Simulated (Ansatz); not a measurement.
## H3Ge–BH2, singlet in cc-pVDZ: errors against RCCSDT(Q)

Geometry: displaced at random from a stationary point.

```yaml
atoms:
  - { symbol: Ge, position_ang: [0.0016, 0.0022, 0.2969] }
  - { symbol: B, position_ang: [0.0007, -0.0072, -1.7717] }
  - { symbol: H, position_ang: [0.0487, 1.4409, 0.8899] }
  - { symbol: H, position_ang: [1.1821, -0.7800, 0.7913] }
  - { symbol: H, position_ang: [-1.3327, -0.7638, 0.7398] }
  - { symbol: H, position_ang: [-0.0327, 1.0028, -2.4355] }
  - { symbol: H, position_ang: [0.0130, -0.9841, -2.3798] }
```

Basis cc-pVDZ; Ansatz 0.2.0. Only valence electrons are correlated (noble-gas cores and the filled d shells of p-block atoms frozen), which leaves 12 electrons in 51 orbitals. R marks a restricted (for open shells ROHF) determinant. Active spaces: frontier = (8e, 8o) about the gap. No spin–orbit coupling is included, and no scalar relativity.

Full CI isn't at hand for all of this; RCCSDT(Q) serves as the reference, and is uncertain by about the last step of the cluster series.

```
UHF ⟨S²⟩                          : 0.000
T1 diagnostic (RCCSD)             : 0.0108
largest doubles amplitude (RCCSD) : 0.034
```

| level | E − E(RCCSDT(Q)) (kcal/mol) | share of correlation (%) | wall time |
| --- | --- | --- | --- |
| RHF | 148.12 | 0.00 | – |
| RMP2 | 31.82 | 78.51 | – |
| CISD | 15.61 | 89.46 | 2 s |
| RCCSD | 3.79 | 97.44 | – |
| RCCSD(T) | 0.72 | 99.51 | 1 s |
| BCCD(T) | 0.71 | 99.52 | 1.2 s |
| RCCSDT | 0.11 | 99.92 | – |
| CASSCF (frontier space) | 112.17 | 24.27 | – |
| MRCISD (frontier space) | 9.16 | 93.82 | – |
| MRCISD+Q (frontier space) | 0.42 | 99.71 | 18 s |

The correlation energy at RCCSDT(Q), counted from RHF, is -6.423 eV. That run took 33 s on 1 thread of Arm Neoverse V2, shared host.

Times hold each run's SCF and search for its determinant on a shared host, so for small cases they say little of a method's own cost; they ran on 1 thread of Arm Neoverse V2.
